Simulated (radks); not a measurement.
# Si³⁺ in [Ne] 3s0.75 4s0.25: an all-electron calculation

An exercise on one series of results from a longer session: the logs are not shown, and one member is left open.

Program: radks (a radial shooting solver on a logarithmic mesh, Libxc functionals) version 1. Level of theory: non-relativistic Kohn-Sham, LDA (Slater exchange, Perdew-Wang correlation), spin-polarised, spherical densities, point nucleus; open shells are filled with parallel spins first. These are calculated values, not measurements, unless marked.

**The atom as given**

- element: silicon (Z = 14)
- charge: +3
- electrons: 11
- configuration: [Ne] 3s0.75 4s0.25

Set-up of the first run:

The run's settings:

```text
Z 14
configuration [Ne] 3s0.75 4s0.25 3p0 3d0 5s0 4f0
relativity non-relativistic
functional lda,pw
spin polarised
nucleus point
```

Among the steps run: Self-consistent calculation.

One table of the session follows, with a row left open; its other results are not shown here.

It belongs to the step «Orbitals and density». Radial moments (bohr):

| level | <r> | outermost maximum (interpolated) | 90 % within | nodes |
| --- | --- | --- | --- | --- |
| 1s up | 0.1120 | 0.0732 | 0.200 | 0 |
| 1s down | 0.1120 | 0.0732 | 0.200 | 0 |
| 2s up | 0.5702 | 0.457 | 0.898 | 1 |
| 2s down | ? | ? | ? | ? |
| 2p up | 0.5352 | 0.386 | 0.899 | 0 |
| 2p down | 0.5340 | 0.386 | 0.896 | 0 |
| 3s up | 1.828 | 1.62 | 2.70 | 2 |
| 3s down | 1.836 | 1.61 | 2.73 | 2 |
| 3p up | 2.017 | 1.76 | 3.03 | 1 |
| 3p down | 2.042 | 1.77 | 3.09 | 1 |
| 3d up | 2.410 | 2.01 | 3.73 | 0 |
| 3d down | 2.499 | 2.07 | 3.90 | 0 |
| 4s up | 3.978 | 3.86 | 5.65 | 3 |
| 4s down | 4.082 | 3.94 | 5.81 | 3 |
| 4f up | 4.733 | 4.23 | 6.85 | 0 |
| 4f down | 5.053 | 4.53 | 7.30 | 0 |
| 5s up | 6.931 | 7.09 | 9.68 | 4 |
| 5s down | 7.116 | 7.29 | 9.94 | 4 |

**Question.** Estimate the row for 2s down.

The run gave: <r>: 0.5695; outermost maximum (interpolated): 0.457; 90 % within: 0.897; nodes: 1. In the column «<r>» it lies between 2p up (0.5352) and 2s up (0.5702).
